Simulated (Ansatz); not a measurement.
Input and output for `FC1=CCC1F`.

```yaml
crystal:
  periodic: [false, false, false]
  atoms:
    - {symbol: F, position_ang: [2.232380, 0.344084, -0.828730]}
    - {symbol: C, position_ang: [1.049374, 0.050892, -0.327155]}
    - {symbol: C, position_ang: [0.556461, -0.993138, 0.329510]}
    - {symbol: C, position_ang: [-0.812775, -0.349776, 0.439815]}
    - {symbol: C, position_ang: [-0.232043, 0.808460, -0.416677]}
    - {symbol: F, position_ang: [-0.259289, 2.051218, 0.166683]}
    - {symbol: H, position_ang: [0.945235, -1.955363, 0.631114]}
    - {symbol: H, position_ang: [-1.088909, -0.013520, 1.440369]}
    - {symbol: H, position_ang: [-1.645630, -0.892627, -0.013606]}
    - {symbol: H, position_ang: [-0.661706, 0.898669, -1.418325]}
basis:
  gaussian: {orbitals: def2-TZVP}
hamiltonian: {xc: {name: r2SCAN}, dispersion: rvv10}
accuracy: high
scf: {lower_state_search: full}
output: {forces: true}
```

```sh
$ ansatz run in.yaml --threads 4 --pin off --events-out ev --progress --plain --max-ram 10444MiB
```

It prints (some lines left out):

```
Functional definition: r2SCAN+rVV10
3763 factors; integrals over basis functions are off by at most 4.7e-9 eV
mean field evaluation 1: about -9633.5803 eV, gradient 6.3e1 eV
mean field evaluation 2: about -9633.5731 eV, gradient 6.3e1 eV
mean field evaluation 4: about -9641.3289 eV, gradient 2.3e1 eV
mean field evaluation 8: about -9642.3718 eV, gradient 9.4e-1 eV
mean field evaluation 16: about -9642.3718 eV, gradient 4.7e-4 eV
mean field -9642.37179847 eV, -354.3506277593 hartree, gradient 4.8e-8 eV, S^2 0.000000; 0 other end points of the search recorded, 0 dependent functions left out
reference -9642.37179924 eV, -354.3506277876 hartree; 23, 23 occupied and 187, 187 virtual orbitals, 3763 factors
Total energy: -9642.37179924 eV, -354.3506277876 hartree
Atom 0 at     2.232380     0.344084    -0.828730 Å, force     0.328320     0.088912    -0.139656 eV/Å
Atom 1 at     1.049374     0.050892    -0.327155 Å, force    -0.138152     0.077322     0.029730 eV/Å
Atom 2 at     0.556461    -0.993138     0.329510 Å, force     0.038333    -0.275035     0.131775 eV/Å
Atom 3 at    -0.812775    -0.349776     0.439815 Å, force    -0.150185    -0.068471     0.101709 eV/Å
Atom 4 at    -0.232043     0.808460    -0.416677 Å, force    -0.015673    -0.139395    -0.251271 eV/Å
Atom 5 at    -0.259289     2.051218     0.166683 Å, force    -0.002901     0.336344     0.165622 eV/Å
Atom 6 at     0.945235    -1.955363     0.631114 Å, force     0.000853    -0.033124     0.002097 eV/Å
Atom 7 at    -1.088909    -0.013520     1.440369 Å, force    -0.006241     0.021481     0.024802 eV/Å
Atom 8 at    -1.645630    -0.892627    -0.013606 Å, force    -0.025915    -0.020113    -0.014895 eV/Å
Atom 9 at    -0.661706     0.898669    -1.418325 Å, force    -0.028439     0.012079    -0.049914 eV/Å
Dipole moment:    -0.236291    -0.393806    -0.030341 e Å
```

Hardware: 4 threads of an Arm Neoverse V2 on a shared host. Wall time 29 s, peak host memory 1.2 GiB.
